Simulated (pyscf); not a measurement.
**Concerted two-bond exchange: `[CH3][CH3]` + `[SiH2][Cl]` [doublet] → `[CH3][CH2][SiH2]` [doublet] + `[ClH]`**

Gas phase, doublet surface, charge 0. Bonds broken: C2–H9, Si3–Cl12. Bonds formed: C2–Si3, H9–Cl12. Optimised with ωB97X-D3(BJ)/def2-SVP in PySCF.

Transition state (Å):

```xyz
12

C      0.8273     0.1309    -0.2394
C     -0.6206     0.4110     0.1579
Si    -1.6071    -1.3946     0.5291
H      0.8968    -0.7346    -0.9164
H      1.2809     0.9956    -0.7469
H      1.4227    -0.0947     0.6590
H     -1.3052     0.5457    -0.6966
H     -0.7094     1.3757     0.6928
H     -0.8317     0.0106     1.4013
H     -1.4934    -1.8307    -0.9215
H     -3.0131    -0.9440     0.7336
Cl    -0.8633    -0.6933     2.8996
```

One imaginary mode, 1053i cm⁻¹; descent along it reached the two sides named.

| bond | change | reactant side (Å) | saddle | product side |
|---|---|---|---|---|
| C2–H9 | breaks | 1.102 | 1.323 | 3.0 |
| Si3–Cl12 | breaks | 2.068 | 2.582 | 3.6 |
| C2–Si3 | forms | 3.7 | 2.091 | 1.895 |
| H9–Cl12 | forms | 3.1 | 1.656 | 1.283 |

Electronic energies relative to the separated reactants (kcal/mol):

```tsv
level	barrier	reaction energy	reverse barrier
ωB97X-D3(BJ)/def2-TZVP	56.7	+26.3	30.4
PBE/def2-TZVP	49.4	+25.9	23.5
r²SCAN/def2-TZVP	52.0	+26.5	25.5
B3LYP-D3(BJ)/def2-TZVP	55.3	+26.2	29.1
PBE0-D3(BJ)/def2-TZVP	51.4	+25.3	26.1
M06-2X/def2-TZVP	55.7	+26.6	29.1
ωB97M-D3(BJ)/def2-TZVP	55.8	+25.6	30.2
HF/def2-TZVP	81.1	+28.9	52.2
```

With ωB97M-D3(BJ)/def2-TZVP energies and thermal terms (ideal gas, 1 atm, RRHO with modes under 100 cm⁻¹ raised to 100, one conformer, R ln 2 for chiral ones without a mode under 150 cm⁻¹), in kcal/mol:

```json
[
 {"T (K)": "298", "ΔH‡": "53.1", "ΔG‡": "63.7", "ΔH": "+23.7", "ΔG": "+23.8"},
 {"T (K)": "600", "ΔH‡": "53.9", "ΔG‡": "74.1", "ΔH": "+24.6", "ΔG": "+23.6"},
 {"T (K)": "900", "ΔH‡": "54.9", "ΔG‡": "84.0", "ΔH": "+25.2", "ΔG": "+23.0"},
 {"T (K)": "1200", "ΔH‡": "55.9", "ΔG‡": "93.6", "ΔH": "+25.8", "ΔG": "+22.2"}
]
```

This saddle turned up in a search for another step; its sides and bond changes are read from the two ends of the descent. The same reactants have a lower exit, to H₃C–SiH₂–Cl + CH₃• (barrier +43.1 kcal/mol at ωB97M-D3(BJ)/def2-TZVP, against +55.8 kcal/mol here). H₃C–CH₂–SiH₂• lies 11.7 kcal/mol over its isomer H₃C–SiH•–CH₃ (electronic energy, ωB97M-D3(BJ)/def2-TZVP). One saddle was located; it need not be the lowest between these sides.
